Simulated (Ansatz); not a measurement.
**How the smallest direct gap on the k points sampled of zinc-blende MgS (metastable phase) moves with the method**

No measured value is used here.

| level (code) | value (eV) | cell (Å³/atom) |
|---|---|---|
| LDA (Ansatz) | 3.29 | 22.21 |
| PBEsol (Ansatz) | ? | 22.21 |
| PBEsol-D3(BJ) (Ansatz) | 3.46 | 21.93 |
| r²SCAN (Ansatz) | 4.26 | 22.21 |
| r²SCAN+rVV10 (Ansatz) | 4.11 | 22.51 |
| PBE0-D3(BJ) (Ansatz) | 5.41 | 21.85 |
| r²SCAN0 (Ansatz) | 5.71 | 22.21 |
| Hartree–Fock (Ansatz) | ? | 22.21 |
| G0W0@HSE06 (Ansatz) | ? | 22.21 |

Task: Complete the blanks.

Result: 
- PBEsol (Ansatz, a quantum-chemistry and plane-wave program), value (eV): 3.40
- Hartree–Fock (Ansatz), value (eV): 11.17
- G0W0@HSE06 (Ansatz), value (eV): 5.81

At these levels the smallest gap is indirect and lower: Hartree–Fock 11.04 eV. Computed values are for a static lattice.  G0W0@HSE06: GW on a hybrid start was not checked against another program. Values are at the measured cell; PBEsol-D3(BJ) at the level's own relaxed cell; r²SCAN+rVV10 at the level's own relaxed cell; PBE0-D3(BJ) at the level's own relaxed cell. Cutoffs and k meshes differ between the levels. Ansatz's density-functional and Hartree–Fock values are scalar-relativistic unless marked +SOC, with PAW data made under PBE.
